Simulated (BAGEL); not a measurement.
# singlet [BNH3]+: a chain of runs

We compute the energy (singlet [BNH3]+, HF/def2-SVP), then a single-point energy (doublet BNH3, NEVPT2(3,3)/def2-SVP), then a single-point energy (doublet BNH3, CASPT2(3,3)/def2-SVP) of BH3N. 

The results are computed with BAGEL 1.2.2.

3 further runs of the same task are left out: 3 set aside as unsound or not needed.

### Step 1. Starting point

[BNH3]+: 5 atoms, total charge +1, spin state singlet. SMILES of the parent species: `B[NH]`. The coordinates come from a PBE0-D4/def2-TZVP relaxation. That shape belongs to the parent species and isn't relaxed for this state.

Bond lengths: B1–N2 1.329 Å, B1–H3 1.210 Å, B1–H4 1.204 Å, N2–H5 0.999 Å. Angles: B1–N2–H5 163.9°, N2–B1–H3 118.8°, N2–B1–H4 121.2°, H3–B1–H4 119.9°.

### Step 2. A single-point energy at HF/def2-SVP (density fitting with svp-jkfit) (run 1)

hf.json reads:

```json
{ "bagel" : [

{
  "title" : "molecule",
  "basis" : "svp",
  "df_basis" : "svp-jkfit",
  "angstrom" : false,
  "geometry" : [
    { "atom" : "B", "xyz" : [    -0.58732121,    -0.69934418,    -0.17315560 ] },
    { "atom" : "N", "xyz" : [     1.00382819,     1.23819202,    -0.03747327 ] },
    { "atom" : "H", "xyz" : [    -0.78385840,    -2.09268271,     1.62988878 ] },
    { "atom" : "H", "xyz" : [    -1.82187929,    -1.08295858,    -2.04455139 ] },
    { "atom" : "H", "xyz" : [     2.28355072,     2.49769448,     0.54664108 ] }
  ]
},

{ "title" : "hf", "charge" : 1 },

{ "title" : "print", "file" : "orbitals.molden", "orbitals" : true }

]}
```

On the command line:

```console
$ BAGEL_NUM_THREADS=1 BAGEL hf.json > hf.out
```

The program printed:

```text
* using 1 threads per process

  ===============================================================
  ===============================================================

  *** Geometry ***

  { "atom" : "B", "xyz" : [     -0.587321,     -0.699344,     -0.173156 ] },
  { "atom" : "N", "xyz" : [      1.003828,      1.238192,     -0.037473 ] },
  { "atom" : "H", "xyz" : [     -0.783858,     -2.092683,      1.629889 ] },
  { "atom" : "H", "xyz" : [     -1.821879,     -1.082959,     -2.044551 ] },
  { "atom" : "H", "xyz" : [      2.283551,      2.497694,      0.546641 ] },

  Number of auxiliary basis functions:      206

  Since a DF basis is specified, we compute 2- and 3-index integrals:
    o Being stored without compression. Storage requirement is 0.003 GB

  Number of basis functions:       43
  Number of electrons      :       15

    * METHOD: MOLECULE                             0.03

  *** RHF ***

  === Nuclear Repulsion ===
    27.1480369759

      * DIIS with orbital gradients will be used.

  === RHF iteration (svp) ===
      0        -80.26243152          0.02785361           0.00
      1        -80.32577528          0.02313682           0.00
      2        -80.38028785          0.00469580           0.00
[... 14 lines of this table left out ...]
     17        -80.39041743          0.00000000           0.00
    * SCF iteration converged.

    * Permanent dipole moment:
           (   -0.261782,    -0.237242,    -0.152613) a.u.

    * METHOD: HF                                   0.10

    * METHOD: PRINT                                0.00

  ===============================================================
```

Wall time 0.38 s (1 thread of Arm Neoverse V2, shared host); peak memory 0.14 GiB.

### Step 3. Doublet neutral BNH3: the energy at NEVPT2(3,3)/def2-SVP (density fitting with svp-jkfit) (run 2)

input.json reads:

```json
{ "bagel" : [

{
  "title" : "molecule",
  "basis" : "svp",
  "df_basis" : "svp-jkfit",
  "angstrom" : false,
  "geometry" : [
    { "atom" : "B", "xyz" : [    -0.58732121,    -0.69934418,    -0.17315560 ] },
    { "atom" : "N", "xyz" : [     1.00382819,     1.23819202,    -0.03747327 ] },
    { "atom" : "H", "xyz" : [    -0.78385840,    -2.09268271,     1.62988878 ] },
    { "atom" : "H", "xyz" : [    -1.82187929,    -1.08295858,    -2.04455139 ] },
    { "atom" : "H", "xyz" : [     2.28355072,     2.49769448,     0.54664108 ] }
  ]
},

{
  "title" : "hf",
  "charge" : 1
},

{
  "title" : "casscf",
  "nstate" : 1,
  "nact" : 3,
  "nclosed" : 6,
  "nspin" : 1,
  "active" : [5, 8, 12],
  "maxiter" : 200,
  "natocc" : true
},

{
  "title" : "nevpt2",
  "nstate" : 1,
  "nact" : 3,
  "nclosed" : 6,
  "nspin" : 1,
  "active" : [5, 8, 12],
  "maxiter" : 200,
  "natocc" : true,
  "ncore" : 2
},

{
  "title" : "print",
  "file" : "orbitals.molden",
  "orbitals" : true
}

]}
```

On the command line:

```console
$ BAGEL_NUM_THREADS=1 BAGEL input.json > input.out
```

The program printed:

```text
* using 1 threads per process

  ===============================================================
  ===============================================================

  *** Geometry ***

[... 29 lines left out ...]
    * SCF iteration converged.
[... 1 line left out ...]
    * Permanent dipole moment:
[... 28 lines left out ...]
    * Second-order optimization converged. *
[... 11 lines left out ...]
     * ci vector, state   0, <S^2> = 0.7500
[... 3 lines left out ...]
    * METHOD: CASSCF                               0.28

    * freezing 2 orbitals

  === DF-NEVPT2 calculation ===

    * 3-index integral transformation done
    * assembly done

      NEVPT2 correlation energy:   -0.2178480928      0.02

          (+0)     -0.1316203720
          (+0)'    -0.0179666561
          (+1)     -0.0095677345
          (+1)'    -0.0001640439
          (+2)     -0.0001515326
          (-1)     -0.0453342360
          (-1)'    -0.0016507046
          (-2)     -0.0113928130

      NEVPT2 total energy:        -81.0069011383

    * METHOD: NEVPT2                               0.03

    * METHOD: PRINT                                0.00

  ===============================================================
```

Run time: 0.7 s. Hardware: 1 thread of Arm Neoverse V2, shared host; peak memory 0.14 GiB.

### Step 4. Doublet neutral BNH3: a single-point energy at CASPT2(3,3)/def2-SVP (density fitting with svp-jkfit) (run 3)

caspt2.json reads:

```json
{ "bagel" : [

{
  "title" : "molecule",
  "basis" : "svp",
  "df_basis" : "svp-jkfit",
  "angstrom" : false,
  "geometry" : [
    { "atom" : "B", "xyz" : [    -0.58732121,    -0.69934418,    -0.17315560 ] },
    { "atom" : "N", "xyz" : [     1.00382819,     1.23819202,    -0.03747327 ] },
    { "atom" : "H", "xyz" : [    -0.78385840,    -2.09268271,     1.62988878 ] },
    { "atom" : "H", "xyz" : [    -1.82187929,    -1.08295858,    -2.04455139 ] },
    { "atom" : "H", "xyz" : [     2.28355072,     2.49769448,     0.54664108 ] }
  ]
},

{
  "title" : "hf",
  "charge" : 1
},

{
  "title" : "casscf",
  "nstate" : 1,
  "nact" : 3,
  "nclosed" : 6,
  "nspin" : 1,
  "active" : [5, 8, 12],
  "maxiter" : 200,
  "natocc" : true
},

{
  "title" : "print",
  "file" : "orbitals.molden",
  "orbitals" : true
},

{
  "title" : "smith",
  "method" : "caspt2",
  "ms" : true,
  "xms" : true,
  "sssr" : true,
  "shift" : 0.2,
  "shift_imag" : true,
  "ncore" : 2
}

]}
```

On the command line:

```console
$ BAGEL_NUM_THREADS=1 BAGEL caspt2.json > caspt2.out
```

The program printed:

```text
* using 1 threads per process

  ===============================================================
  ===============================================================

  *** Geometry ***

[... 31 lines left out ...]
    * Permanent dipole moment:
[... 40 lines left out ...]
     * ci vector, state   0, <S^2> = 0.7500
[... 21 lines left out ...]
       #      aibj      arbs      arbi      airj      risj      airs      arst      rist         Etot      error   time
[... 9 lines left out ...]
      ------------------------------------------------------------------------------------------------------------------

    * CASPT2 energy : state  0      -81.0158809160
        w/o shift correction        -81.0145442372
        reference weight              0.9277732227

    * METHOD: SMITH                                0.09

  ===============================================================
```

Run time: 0.74 s. Hardware: 1 thread of Arm Neoverse V2, shared host; peak memory 0.14 GiB.

### Step 5. Outcome

| quantity | value |
| --- | --- |
| run 1, HF/def2-SVP: total energy | -80.39042 Eh |
| run 1, HF/def2-SVP: HOMO energy | -21.68 eV |
| run 1, HF/def2-SVP: LUMO energy | -8.69 eV |
| run 1, HF/def2-SVP: HOMO–LUMO gap | 12.99 eV |
| doublet neutral BNH3, run 2: total energy | -81.00690 Eh |
| doublet neutral BNH3, run 3: total energy | -81.01588 Eh |
